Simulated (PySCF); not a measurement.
cyclobutane, C₄H₈, SMILES C1CCC1, point group D2d.

Level: PBE0/pcSseg-1 in PySCF (density fitting, grid level 2); geometry and Hessian at that level, cubic constants and property derivatives from steps of ±0.6 along each species' dimensionless normal coordinates, second-order vibrational perturbation theory. The parent has the commonest isotopes.

Equilibrium geometry (Å):

```tsv
atom	x	y	z
C1	0.7524	-0.7746	0.0655
C2	-0.7708	-0.7422	-0.1687
C3	-0.7469	0.7593	0.1798
C4	0.7669	0.7566	-0.1113
H5	1.3677	-1.3800	-0.6095
H6	0.9928	-1.0608	1.0965
H7	-1.4020	-1.4041	0.4345
H8	-1.0170	-0.9040	-1.2251
H9	-1.3847	1.4360	-0.3996
H10	-0.9495	0.9264	1.2446
H11	1.4208	1.3472	0.5399
H12	0.9751	1.0375	-1.1507
```

Question: Give the equilibrium and ground-state rotational constants (MHz) of parent; ²H at 6.

Answer: 
| species | Ae | Be | Ce | A0 | B0 | C0 | Δ0 (u Å²) | harmonic ZPE (cm⁻¹) |
| --- | --- | --- | --- | --- | --- | --- | --- | --- |
| parent | 10782 | 10782 | 6410 | 10672 | 10672 | 6330.2 | -14.875 | 24369 |
| ²H at 6 | 10491 | 10074 | 6251.9 | 10390 | 9970.2 | 6173.4 | -17.465 | 23651 |

Δ0 = Ic − Ia − Ib from the ground-state constants.

Question: How is the parent's vibrational correction B0 − Be made up?

Answer: 
```tsv
axis	harmonic	Coriolis	cubic	total (MHz)
a	17.5	-16.3	-111	-110
b	17.5	-16.3	-111	-110
c	5.37	-2.34	-82.8	-79.8
```

Question: And its quartic centrifugal distortion constants from the harmonic force field?

Answer: Oblate symmetric top: D J = 5.64 kHz, D JK = -7.12 kHz, D K = 3.58 kHz.

A mode lies under 250 cm⁻¹, where this perturbation treatment is rough.
